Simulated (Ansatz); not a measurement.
Input file for `C=CC(F)F`:

```yaml
crystal:
  periodic: [false, false, false]
  atoms:
    - {symbol: C, position_ang: [-0.521906, -0.520634, -1.183725]}
    - {symbol: C, position_ang: [0.228022, -0.538240, -0.095355]}
    - {symbol: C, position_ang: [0.252024, 0.558902, 0.912978]}
    - {symbol: F, position_ang: [-0.462401, 1.633964, 0.503352]}
    - {symbol: F, position_ang: [1.535300, 0.972512, 1.112328]}
    - {symbol: H, position_ang: [-1.169746, 0.318597, -1.406963]}
    - {symbol: H, position_ang: [-0.507742, -1.345278, -1.885749]}
    - {symbol: H, position_ang: [0.877467, -1.376435, 0.137540]}
    - {symbol: H, position_ang: [-0.142517, 0.250412, 1.888593]}
basis:
  gaussian: {orbitals: def2-SVP}
correlation: {method: ccsd_t}
```

```sh
$ ansatz run in.yaml --threads 2 --pin off --events-out ev --progress --plain
```

The program prints (abridged):

```
Functional definition: HF
903 factors; integrals over basis functions are off by at most 1.4e-3 eV
mean field evaluation 1: about -8556.0993 eV, gradient 3.5e1 eV
mean field evaluation 2: about -8556.2251 eV, gradient 3.5e1 eV
mean field evaluation 4: about -8559.0062 eV, gradient 3.6e0 eV
mean field evaluation 8: about -8559.0459 eV, gradient 1.6e-1 eV
mean field -8559.04605327 eV, -314.5391409280 hartree, gradient 1.4e-6 eV, S^2 0.000000; 0 other end points of the search recorded, 0 dependent functions left out
5 core orbitals not correlated: weight in the atoms' cores, before any rotation towards them, 1.000 or more for the frozen orbitals, at most 0.000 for the correlated occupied ones
reference -8559.04605327 eV, -314.5391409280 hartree; 15, 15 occupied and 70, 70 virtual orbitals, 903 factors
second order -20.76574400 eV of doubles, -0.00000000 eV of singles
cycle   1  -21.16434140 eV  change   -4.0e-1 eV  update   9.7e-2
cycle   2  -21.64867655 eV  change   -4.8e-1 eV  update   3.0e-2
cycle   3  -21.77806701 eV  change   -1.3e-1 eV  update   1.5e-2
cycle   4  -21.77514355 eV  change    2.9e-3 eV  update   3.6e-3
cycle   5  -21.77444481 eV  change    7.0e-4 eV  update   1.4e-3
cycle   6  -21.77489971 eV  change   -4.5e-4 eV  update   3.7e-4
cycle   7  -21.77484115 eV  change    5.9e-5 eV  update   1.3e-4
cycle   8  -21.77478679 eV  change    5.4e-5 eV  update   3.8e-5
cycle   9  -21.77479040 eV  change   -3.6e-6 eV  update   1.5e-5
perturbative correction -0.55832836 eV, -0.0205181887 hartree
Total energy: -8581.37917203 eV, -315.3598679045 hartree
```

It took 4.2 s on 2 threads of a server CPU on a shared host, with 0.38 GiB of host memory at the peak.

The correlation energy is -22.333 eV, 2.5 % of it from (T); the T1 diagnostic reads 0.0111.
